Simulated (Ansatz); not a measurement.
**C2H5F: functionals against CCSD(T) at one geometry**

Aim: energy, forces and dipole at a structure displaced at random from a GFN2-xTB minimum, from CCSD(T) and from density functionals.

Method: single points in def2-TZVPP; program: Ansatz 0.2.0, Gaussian basis.

Cores are frozen in the correlated methods.

## Step 1: The starting structure

SMILES `CCF`, 8 atoms, charge 0, spin multiplicity 1.

Atoms are counted from 1 here; the program's logs count them from 0.

Bond lengths: C1–C2 1.595 Å, C1–H4 1.182 Å, C1–H5 1.121 Å, C1–H6 1.182 Å, C2–F3 1.433 Å, C2–H7 1.115 Å, C2–H8 1.146 Å. Angles: C2–C1–H4 111.4°, C2–C1–H5 108.1°, C2–C1–H6 112.2°, H4–C1–H5 109.4°, H4–C1–H6 106.9°, H5–C1–H6 108.8°, C1–C2–F3 111.0°, C1–C2–H7 112.2°, C1–C2–H8 110.4°, F3–C2–H7 107.0°, F3–C2–H8 106.7°, H7–C2–H8 109.3°.

As a file:

```mol
C2H5F
  3D, bonds by distance, orders not assigned

  8  7  0  0  0  0  0  0  0  0999 V2000
   -0.4717    0.5888   -0.2777 C   0  0
    0.3929   -0.6497    0.2334 C   0  0
    1.7328   -0.2463    0.5445 F   0  0
   -1.5792    0.2652   -0.5359 H   0  0
    0.0191    1.0013   -1.1974 H   0  0
   -0.5447    1.4470    0.5318 H   0  0
    0.4649   -1.4579   -0.5317 H   0  0
   -0.0543   -1.0796    1.1969 H   0  0
  1  2  8  0
  1  4  8  0
  1  5  8  0
  1  6  8  0
  2  3  8  0
  2  7  8  0
  2  8  8  0
M  END
```

## Step 2: CCSD(T)/def2-TZVPP

Contents of run/in.yaml:

```yaml
crystal:
  periodic: [false, false, false]
  atoms:
    - {symbol: C, position_ang: [-0.471700, 0.588800, -0.277700]}
    - {symbol: C, position_ang: [0.392900, -0.649700, 0.233400]}
    - {symbol: F, position_ang: [1.732800, -0.246300, 0.544500]}
    - {symbol: H, position_ang: [-1.579200, 0.265200, -0.535900]}
    - {symbol: H, position_ang: [0.019100, 1.001300, -1.197400]}
    - {symbol: H, position_ang: [-0.544700, 1.447000, 0.531800]}
    - {symbol: H, position_ang: [0.464900, -1.457900, -0.531700]}
    - {symbol: H, position_ang: [-0.054300, -1.079600, 1.196900]}
basis:
  gaussian: {orbitals: def2-TZVPP}
correlation: {method: ccsd_t}
output: {forces: true}
```

No record of the launch command was kept for these runs.

## Step 3: PBE0-D4/def2-TZVPP

Changes to run/in.yaml since step 2:

```diff
@@ -13,3 +13,3 @@
   gaussian: {orbitals: def2-TZVPP}
-correlation: {method: ccsd_t}
-output: {forces: true}
+hamiltonian: {xc: pbe0, dispersion: d4}
+output: {forces: true, orbitals: {seedname: orbitals}}
```

## Step 4: wB97M-V/def2-TZVPP

Changes to run/in.yaml since step 3:

```diff
@@ -13,3 +13,3 @@
   gaussian: {orbitals: def2-TZVPP}
-hamiltonian: {xc: pbe0, dispersion: d4}
-output: {forces: true, orbitals: {seedname: orbitals}}
+hamiltonian: {xc: {name: wB97M-V}}
+output: {forces: true}
```

## Step 5: r2SCAN-D4/def2-TZVPP

Changes to run/in.yaml since step 4:

```diff
@@ -13,3 +13,3 @@
   gaussian: {orbitals: def2-TZVPP}
-hamiltonian: {xc: {name: wB97M-V}}
+hamiltonian: {xc: r2scan, dispersion: d4}
 output: {forces: true}
```

## Step 6: PBE-D4/def2-TZVPP

Changes to run/in.yaml since step 5:

```diff
@@ -13,3 +13,3 @@
   gaussian: {orbitals: def2-TZVPP}
-hamiltonian: {xc: r2scan, dispersion: d4}
+hamiltonian: {xc: pbe, dispersion: d4}
 output: {forces: true}
```

## Step 7: r2SCAN0-D4/def2-TZVPP

Changes to run/in.yaml since step 6:

```diff
@@ -13,3 +13,3 @@
   gaussian: {orbitals: def2-TZVPP}
-hamiltonian: {xc: pbe, dispersion: d4}
+hamiltonian: {xc: {name: r2SCAN0}, dispersion: d4}
 output: {forces: true}
```

## Step 8: BLYP-D4/def2-TZVPP

Changes to run/in.yaml since step 7:

```diff
@@ -13,3 +13,3 @@
   gaussian: {orbitals: def2-TZVPP}
-hamiltonian: {xc: {name: r2SCAN0}, dispersion: d4}
+hamiltonian: {xc: {name: BLYP}, dispersion: d4}
 output: {forces: true}
```

(Steps that only read results are left out.)

**Question.** What will these runs give? Wanted: energy less free atoms, CCSD(T)/def2-TZVPP; RMS force component; RMS force error; HOMO and LUMO, PBE0-D4; T1 diagnostic.

**Answer**, as computed:

| quantity | value |
| --- | --- |
| energy less free atoms, CCSD(T)/def2-TZVPP | -695.0 kcal/mol |
| RMS force component | 0.792 to 1.015 eV/Å over the methods |
| RMS force error | PBE0-D4 0.089, wB97M-V 0.045, r2SCAN-D4 0.064, PBE-D4 0.179, r2SCAN0-D4 0.123, BLYP-D4 0.233 eV/Å |
| HOMO and LUMO, PBE0-D4 | -9.40 and 1.22 eV |
| T1 diagnostic | 0.010 |

In words: Against CCSD(T) the functionals' energies less atoms differ by -31.1 to -4.9 kcal/mol, PBE-D4 by -31.1 kcal/mol. The reference is not at the basis limit: in triple zeta CCSD(T) underbinds, which counts against methods that bind more; the gaps are no ranking. For forces wB97M-V does best and BLYP-D4 worst.
